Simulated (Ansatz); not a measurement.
[CH₃···H···H], doublet: transfer scan

Starting geometry:

```json
{"atom": "C", "x (Å)": "-0.1390", "y (Å)": "0.0000", "z (Å)": "0.0000"}
{"atom": "H", "x (Å)": "-0.5022", "y (Å)": "1.0273", "z (Å)": "0.0000"}
{"atom": "H", "x (Å)": "-0.5022", "y (Å)": "-0.5137", "z (Å)": "0.8897"}
{"atom": "H", "x (Å)": "-0.5022", "y (Å)": "-0.5137", "z (Å)": "-0.8897"}
{"atom": "H", "x (Å)": "0.9506", "y (Å)": "0.0000", "z (Å)": "0.0000"}
{"atom": "H", "x (Å)": "2.2130", "y (Å)": "0.0000", "z (Å)": "0.0000"}
```

From there H5 is moved from one fragment to the other while all else, the fragments' distance too, stays fixed; atoms are numbered as listed. Energies are in kJ/mol, counted from the starting geometry at the same level. Kohn–Sham curves are unrestricted where that lies lower.

Basis cc-pVDZ; Ansatz 0.2.0. Only valence electrons are correlated (noble-gas cores frozen). R marks a restricted (for open shells ROHF) determinant.

In so small a basis the reference is far from its limit while semilocal and hybrid functionals are nearer theirs (RPA and double hybrids share much of the reference's basis error), so the functionals' errors here hold much of the reference's basis and frozen-core error, which can add to them or hide them.

Full CI isn't at hand for all of this; RCCSDTQ serves as the reference, and is uncertain by about the last step of the cluster series.

```tsv
distance C1-H5 (Å)	RCCSDTQ	PBE	r2SCAN	PBE0	B3LYP	wB97X-V	wB97M-V	B2PLYP	RPA-PBE
1.090	0.0	0.0	0.0	0.0	0.0	0.0	0.0	0.0	0.0
1.164	3.3	-1.5	0.1	1.5	0.2	2.3	2.2	2.5	1.5
1.311	26.6	13.7	18.1	21.4	17.0	23.3	22.7	24.3	21.5
1.459	38.5	27.6	30.4	34.9	28.0	35.0	35.0	36.8	33.2
1.607	44.3	46.1	42.3	47.8	39.5	44.3	45.0	45.2	42.1
```
